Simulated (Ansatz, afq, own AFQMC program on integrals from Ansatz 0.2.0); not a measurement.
Two steps: Ansatz 0.2.0 writes the Fock matrix and Cholesky factors of the valence space, and afq projects on them the lowest state that overlaps trial and start.

```yaml
crystal:
  periodic: [false, false, false]
  atoms:
    - {symbol: N, position_ang: [0.000000, 0.000000, 0.000000]}
    - {symbol: N, position_ang: [0.000000, 0.000000, 1.089486]}
basis:
  gaussian: {orbitals: 6-31G}
magnetization: {spin_polarized: false}
correlation: {method: ccsd_t, electrons: outside_noble_gas, hamiltonian_folder: ham}
```

```sh
$ ansatz run in.yaml --threads 1 --pin off --events-out ev --progress --plain --max-ram 16896MiB --backend cuda --devices 0, --max-vram 18GiB
```

afq runs on the folder ham with

```
--method phaseless --trial hf --walkers 4000 --populations 20 --least-time 40 --time-step 0.005 --steps-per-block 20 --equilibration-blocks 112 --max-blocks 4000 --target-error 0.0009500 --factor-cut 1e-05 --seed 7668 --taylor-order 6
```

Times are imaginary, in 1/Eh. The walk had a cap of 49 s. With eight or more populations the least sampling time is a fifth of least-time, and the error comes from their spread.

```
orbitals 16  electrons 5 5  factors 95 of 268
reference energy -108.86800074 Eh
CCSD correlation -0.22395152 Eh in 10 cycles, weight of the determinant in the CISD state 0.9102
energy of the start -108.868001 Eh
 block  time / (1/Eh)  mean weight  energy / Eh
     1     0.100  1.0010  -108.923137
     2     0.200  1.0014  -108.960510
     3     0.300  1.0017  -108.991613
     4     0.400  1.0013  -109.011372
     5     0.500  1.0012  -109.030359
     7     0.700  1.0010  -109.057567
     9     0.900  1.0005  -109.068123
    14     1.400  0.9999  -109.075576
    40     4.000  0.9999  -109.098104
    53     5.300  1.0003  -109.120685
    66     6.600  0.9998  -109.096422
    92     9.200  1.0000  -109.101877
   118    11.800  0.9998  -109.097500
   144    14.400  0.9997  -109.084324
   170    17.000  0.9998  -109.092007
   196    19.600  1.0003  -109.108081
   222    22.200  1.0001  -109.104312
   248    24.800  1.0001  -109.098281
   274    27.400  1.0000  -109.103203
   300    30.000  1.0000  -109.100416
   326    32.600  0.9999  -109.102825
   352    35.200  0.9996  -109.108361
   378    37.800  1.0002  -109.101970
   404    40.400  1.0004  -109.101164
   430    43.000  1.0003  -109.102794
   456    45.600  1.0000  -109.104417
   482    48.200  1.0001  -109.107107
   508    50.800  1.0002  -109.111174
   534    53.400  0.9998  -109.114050
   547    54.700  1.0002  -109.111896
error from the spread of 20 populations
energy -109.101410 +/- 0.000911 Eh
(rows thinned)
```

Problem. Estimate how long the walk took on 1 × NVIDIA H100 80GB HBM3 with 2 threads of AMD EPYC 7R13 Processor (Zen 3), with other jobs on the host (the card was shared).

Solution. 35 s of wall time.

The run passed its tests (sampling time, drift between the halves within three errors, error under three times the target), which doesn't prove that it has relaxed. The second half of the sampling lies below the first by 1.9 errors of their difference, so the energy may still be moving and its error bar be too small.

Against this walk (error 24.8 meV) on the same determinant: CCSD(T) 57.2 meV higher, CCSDT(Q) 6.9 meV higher (within the noise), CCSDTQ 14.0 meV higher (within the noise), full CI 8.8 meV higher (within the noise), a separate phaseless walk with a CISD trial and standard settings 15.0 ± 25.2 meV higher (within the noise). The error is statistical and leaves out the bias of the constraint.

Cautions: constraint bias not in the error.

CCSDT and higher add their correlation energy to the determinant of the CCSD(T) run, since their own runs factorise the integrals more tightly (a shift of under 2 meV). A walk keeps the symmetry of its determinant, which the program's search chose and which needn't be the lowest solution, so a lower state of the same spin and another symmetry isn't excluded.
